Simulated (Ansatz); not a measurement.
Input file:

```yaml
crystal:
  periodic: [false, false, false]
  atoms:
    - {symbol: Si, position_ang: [0.000089, -0.008366, -0.008308]}
    - {symbol: H, position_ang: [-0.014267, 1.343316, 1.333994]}
    - {symbol: H, position_ang: [-0.016408, -1.085998, 1.076679]}
    - {symbol: H, position_ang: [0.016586, 1.069266, -1.093295]}
    - {symbol: H, position_ang: [0.011614, -1.093473, -1.085884]}
basis:
  gaussian: {orbitals: aug-cc-pVDZ, point_charges: [{charge: -1.00, position_ang: [4.986, -0.746, 0.035]}]}
magnetization: {spin_polarized: false, initial_magnetization: 2}
correlation: {active_space: {ras: {orbitals: [3, 2, 53], electrons: 8, max_holes: 2, max_particles: 2}, fixed_orbitals: true}}
accuracy: high
scf: {lower_state_search: full}
```

```sh
$ ansatz run in.yaml --threads 1 --pin off --events-out ev --progress --plain --max-ram 2393MiB
```

Output:

```
1282 factors; integrals over basis functions are off by at most 3.9e-9 eV
mean field evaluation 1: about -7918.9235 eV, gradient 7.9e0 eV
mean field evaluation 2: about -7918.9269 eV, gradient 7.9e0 eV
mean field evaluation 4: about -7919.4627 eV, gradient 1.3e0 eV
mean field evaluation 8: about -7919.5912 eV, gradient 8.5e-1 eV
mean field evaluation 16: about -7919.6558 eV, gradient 2.4e-8 eV
mean field evaluation 32: about -7919.6541 eV, gradient 2.5e-1 eV
mean field evaluation 64: about -7919.6518 eV, gradient 8.9e-2 eV
mean field -7919.65575655 eV, -291.0419809179 hartree, gradient 2.7e-8 eV, S^2 2.000000; 4 other end points of the search recorded, 0 dependent functions left out
reference -7919.65575655 eV, -291.0419809179 hartree; 10, 8 occupied and 53, 55 virtual orbitals, 1282 factors
state -7923.78161108 eV, -291.1936032751 hartree
Total energy: -7923.78161108 eV, -291.1936032751 hartree
```

Ran on 1 thread of Arm Neoverse V1, shared host: 5.5 s wall, 0.21 GiB peak host memory.
